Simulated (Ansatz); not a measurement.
Cs2AgBiBr6 (Fm-3m, No. 225) was calculated with PBEsol in Ansatz (plane waves, PAW).

Numerical settings: plane-wave cutoff 520 eV, 6×6×6 k mesh, Fermi–Dirac smearing 0.01 eV, no spin polarisation, scalar-relativistic PAW data made under PBE.

Cell (measured lattice):

Space group Fm-3m (No. 225); a = b = c = 11.232 Å, α = β = γ = 90.00°

```tsv
atom	site	symmetry	x	y	z
Bi	4a	m-3m	0.0000	0.0000	0.0000
Ag	4b	m-3m	0.5000	0.5000	0.5000
Cs	8c	-43m	0.2500	0.2500	0.2500
Br	24e	4m.m	0.0000	0.0000	0.2506
```
(The calculation used a cell of 10 atoms; values per cell refer to that cell.)

### Question
What does this level give for the band gap, smallest direct gap on the k points sampled and direct gap at Γ?

### Answer

band gap: 1.17 eV
smallest direct gap on the k points sampled: 2.32 eV
direct gap at Γ: 2.92 eV

Note: cell and atoms aren't relaxed at this level (largest force component 0.30 eV/Å).

Spin–orbit coupling is not included; with these elements it can move the gap by several tenths of an eV or more.

It cost about 120 core-seconds (a rough figure) of CPU time.

Ansatz is an electronic-structure program.
